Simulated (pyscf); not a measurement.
Single points on ωB97X-D3(BJ)/def2-SVP structures (PySCF, gas phase).

Task: PBE/def2-TZVP puts the barrier of HO–Ta(F)(F)(F)–Cl + HF → HO–Ta(F)(F)(F)–F + HCl (four-centre exchange; singlet surface; Cl–Ta, F–H broken, F–Ta, Cl–H formed) at -20.5 kJ/mol and the reaction energy at -29.9 kJ/mol, from the separated reactants. What do r²SCAN/def2-TZVP, B3LYP-D3(BJ)/def2-TZVP, ωB97M-D3(BJ)/def2-TZVP give on the same structures?

Result: r²SCAN: ΔE‡ = -29.0 kJ/mol, ΔE = -30.3 kJ/mol; B3LYP-D3(BJ): ΔE‡ = -14.2 kJ/mol, ΔE = -28.3 kJ/mol; ωB97M-D3(BJ): ΔE‡ = -16.7 kJ/mol, ΔE = -31.8 kJ/mol. PBE's barrier lies among them. Its reaction energy lies among theirs. On the reactant side the descent ends in an adduct with a F–Ta contact, 44.5 kJ/mol under the separated species and 25.3 kJ/mol under the saddle at ωB97X-D3(BJ)/def2-TZVP. On the product side the descent ends in an adduct with a Cl–Ta contact, 47.3 kJ/mol under the separated species and 43.6 kJ/mol under the saddle at ωB97X-D3(BJ)/def2-TZVP. At PBE, r²SCAN, B3LYP-D3(BJ), ωB97M-D3(BJ) the saddle lies under the separated reactants, which points to a path from their complex (located at ωB97X-D3(BJ) alone). What is counted as formed (F–Ta) is already present as a longer contact in the reactant adduct; forming that adduct is a step of its own. What is counted as broken (Cl–Ta) persists as a longer contact in the product adduct; parting that adduct is a step of its own. This is the saddle that the search found; another between the same sides may lie lower. Elements past Kr carry the def2 core potentials, without spin-orbit coupling.
